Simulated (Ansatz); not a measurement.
Task: Name a neutral molecule of C, O and H with ideal-gas entropy at 298 K and 1 bar (rigid rotor, harmonic PBE0-D4/def2-TZVP) between 307 and 323 J/(mol·K) and LUMO energy (B3LYP/def2-TZVPP) between -1.85 and -1.55 eV (Ansatz, PBE0-D4/def2-TZVP geometry).

Result: `C/C=C/C=O` (312 J/(mol·K), -1.79 eV). Other molecules can fit too; these were computed, each in one conformer that needn't be the lowest.

B3LYP here is the variant with VWN-RPA as its local correlation; programs differ in this.
